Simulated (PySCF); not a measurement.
A series of substituents X on one scaffold: 1,3-butadien-2-yl-X. All species are isolated molecules in the gas phase. One relaxed conformer stands for each flexible species; it need not be the lowest. Strings in code marks are SMILES.

The four lowest singlet excitations (Tamm–Dancoff). Calculation: PBE-D3(BJ)/def2-TZVP run with PySCF. Excitations are Tamm–Dancoff values on a coarser integration grid. The basis has no diffuse functions, so Rydberg states are missing or too high.

```json
[
 {"state": "S1", "energy (eV)": "4.46", "wavelength (nm)": "278", "oscillator strength": "0.140"},
 {"state": "S2", "energy (eV)": "5.39", "wavelength (nm)": "230", "oscillator strength": "0.010"},
 {"state": "S3", "energy (eV)": "6.23", "wavelength (nm)": "199", "oscillator strength": "0.560"},
 {"state": "S4", "energy (eV)": "6.28", "wavelength (nm)": "198", "oscillator strength": "0.008"}
]
```

Problem. Name which member gives these states.
(A) `C=CC=C` (C–C–C–C torsion 180°)
(B) `C=CC(=C)N`
(C) `C=CC(=C)I` (C–C–C–I torsion 0°)
(D) `C=CC(=C)F` (C–C–C–F torsion 0°)

Solution. B, `C=CC(=C)N`
